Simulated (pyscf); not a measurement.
# Ring closure with loss of a group: •H₂Si–O–SiH₃ -> cyclic H₄OSi₂ (SMILES O1[SiH2][SiH2]1) + H•

Gas phase, doublet surface, charge 0. Bonds broken: Si3–H6. Bonds formed: Si1–Si3. Single points on ωB97X-D3(BJ)/def2-SVP structures (PySCF, gas phase). Correlated levels are frozen-core, on RHF or UHF. ΔMP2 is the change of the MP2 total energy from the triple- to the quadruple-zeta basis.

Transition state (Å):

```xyz
8

Si    -0.1085     0.3700    -0.9861
O      0.8062     0.0551     0.4366
Si    -0.7499    -0.4511     0.9657
H     -0.1759     1.8080    -1.3606
H      0.2875    -0.4543    -2.1593
H      0.3134    -0.8928     2.8242
H     -0.9465    -1.9086     1.1839
H     -1.4173     0.3882     1.9955
```

One imaginary mode, 537i cm⁻¹; descent along it reached the two sides named.

| bond | change | reactant side (Å) | saddle | product side |
|---|---|---|---|---|
| Si3–H6 | breaks | 1.487 | 2.186 | 3.3 |
| Si1–Si3 | forms | 3.2 | 2.212 | 2.199 |

Electronic energies relative to the reactant's lowest minimum found (kJ/mol):

```csv
level,barrier,reaction energy,reverse barrier
ωB97X-D3(BJ)/def2-TZVP,275.0,+269.5,5.5
PBE/def2-TZVP,242.9,+252.4,-9.5
r²SCAN/def2-TZVP,260.3,+276.9,-16.6
B3LYP-D3(BJ)/def2-TZVP,282.6,+291.1,-8.5
PBE0-D3(BJ)/def2-TZVP,264.7,+269.0,-4.3
M06-2X/def2-TZVP,287.5,+284.0,3.6
ωB97M-D3(BJ)/def2-TZVP,281.8,+276.1,5.7
HF/def2-TZVP,332.3,+304.5,27.7
MP2/def2-QZVPP,281.1,+269.5,11.5
CCSD/def2-TZVPP,298.5,+290.3,8.2
CCSD(T)/def2-TZVPP,286.5,+280.5,6.0
CCSD(T)/def2-TZVPP + ΔMP2(QZVPP),284.1,+279.2,4.9
```

With CCSD(T)/def2-TZVPP + ΔMP2(QZVPP) energies and thermal terms (ideal gas, 1 atm, RRHO with modes under 100 cm⁻¹ raised to 100, one conformer, R ln 2 for chiral ones without a mode under 150 cm⁻¹), in kJ/mol:

```json
[
 {"T (K)": "298", "ΔH‡": "266.0", "ΔG‡": "271.7", "ΔH": "+262.2", "ΔG": "+241.8"},
 {"T (K)": "600", "ΔH‡": "267.5", "ΔG‡": "276.8", "ΔH": "+265.2", "ΔG": "+219.8"},
 {"T (K)": "900", "ΔH‡": "267.8", "ΔG‡": "281.4", "ΔH": "+266.8", "ΔG": "+196.7"},
 {"T (K)": "1200", "ΔH‡": "267.2", "ΔG‡": "286.0", "ΔH": "+267.4", "ΔG": "+173.2"}
]
```

At PBE, r²SCAN, B3LYP-D3(BJ), PBE0-D3(BJ) this geometry lies under the product side: in single points on another level's saddle the reverse barrier vanishes, and the forward threshold there is about the reaction energy. The same reactants have a lower exit, to •H₂Si–O–SiH₃ (barrier +112.5 kJ/mol at ωB97M-D3(BJ)/def2-TZVP, against +281.8 kJ/mol here). cyclic H₄OSi₂ (SMILES O1[SiH2][SiH2]1) lies 31.1 kJ/mol over its isomer :HSi–O–SiH₃ [singlet] (electronic energy, ωB97M-D3(BJ)/def2-TZVP). This is the saddle that the search found; another between the same sides may lie lower. The CCSD(T) − MP2 part came from Ansatz, without density fitting, on the same reference.
